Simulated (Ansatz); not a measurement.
# Worked example: CP, quartet against CP, doublet

Geometry (PBE0/def2-TZVP stationary point of a doublet), kept for both states (CP, doublet: Σ⁺ or Δ; CP, quartet: Σ⁺ or Δ):

```xyz
2

C     0.0000    0.0000    0.0000
P     0.0000    0.0000    1.5497
```

Basis 6-31G; Ansatz 0.2.0. Correlated methods freeze the noble-gas cores. Prefix R: restricted or restricted open-shell reference; prefix U: unrestricted.

Full CI is exact within this basis and frozen core; it isn't the basis-set limit. The frozen core follows each run's orbitals, which can shift R against U totals by a few meV.

Unrestricted rows (U, and Kohn–Sham where it breaks symmetry) aren't spin-pure: their determinants' ⟨S²⟩ exceeds S(S+1) by up to 0.92, so they mix in states of higher spin. The determinant of the CP quartet fills πx and πy unequally, so it is a mixture of Σ and Δ, which weighs on every level built on one determinant.

```
   level  E(CP, doublet) (hartree)  E(CP, quartet) (hartree)
     UHF               -378.418020               -378.317294
    UMP2               -378.504176               -378.384401
UCCSD(T)               -378.556630               -378.433912
     PBE               -379.036596               -378.897095
    PBE0               -379.056134               -378.927664
 full CI               -378.560145               -378.439919
```

Problem. Give the vertical gap, CP quartet less CP doublet, at each level in eV (1 hartree = 27.2114 eV), and each error against full CI.

Solution. full CI: (-378.439919 − (-378.560145)) × 27.2114 = 3.272 eV (the reference)
PBE0: (-378.927664 − (-379.056134)) × 27.2114 = 3.496 eV, error 0.224 eV
PBE: (-378.897095 − (-379.036596)) × 27.2114 = 3.796 eV, error 0.524 eV
UCCSD(T): (-378.433912 − (-378.556630)) × 27.2114 = 3.339 eV, error 0.067 eV
UMP2: (-378.384401 − (-378.504176)) × 27.2114 = 3.259 eV, error -0.013 eV
UHF: (-378.317294 − (-378.418020)) × 27.2114 = 2.741 eV, error -0.531 eV

Total energies of functionals can't be set beside those of wave-function methods, since they hold the core's correlation and their own absolute errors; only the differences compare.

The set has no polarisation functions, so the order and spacing of states can differ from the basis-set limit.

In so small a basis the reference is far from its limit while semilocal and hybrid functionals are nearer theirs, so the functionals' errors here hold much of the reference's basis and frozen-core error, which can add to them or hide them.

Each level lands on the state that its own search finds. T1 diagnostics of restricted CCSD: 0.041 and 0.031.
